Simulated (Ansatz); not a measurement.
## Appearance energy of a fragment ion: C2H3O2 → [CO2]+ + CH3 + e⁻

Species: C2H3O2 `CO[C]=O`, doublet; [CO2]+ `O=C=[O+]`, doublet; CH3 (methyl radical) `[CH3]`, doublet. 

Shapes, held fixed at every level: PBE0-D4/def2-TZVP. Flexible molecules stand in one conformer, not always the lowest. Programs: Ansatz 0.2.0. Electronic energies: no zero-point or thermal term.

Estimate ΔE of this reaction.

B2PLYP/def2-TZVPP gives ΔE = +13.02 eV; the levels span +11.27 to +13.87. The median of the levels is +13.00. No measured value is set beside it here. Spin contamination: [CO2]+ (⟨S²⟩ up to 0.97). Open shells run unrestricted unless RO is named. The onset seen in experiment also holds zero-point changes and kinetic shifts. Times are processor times on shared x86 and Arm servers, and rough.

```
               level           kind  ΔE (eV)  CPU time (sum over the molecules)
         HF/def2-SVP   Hartree–Fock   +11.49                                  –
       HF/def2-TZVPP   Hartree–Fock   +11.27                                  –
    SPW92/def2-TZVPP            LDA   +13.87                              5.6 s
   PBE-D4/def2-TZVPP            GGA   +12.98                               12 s
r2SCAN-D4/def2-TZVPP       meta-GGA   +12.85                               27 s
 B3LYP-D4/def2-TZVPP  global hybrid   +13.05                               17 s
  PBE0-D4/def2-TZVPP  global hybrid   +13.08                               14 s
   B2PLYP/def2-TZVPP  double hybrid   +13.02                               21 s
```
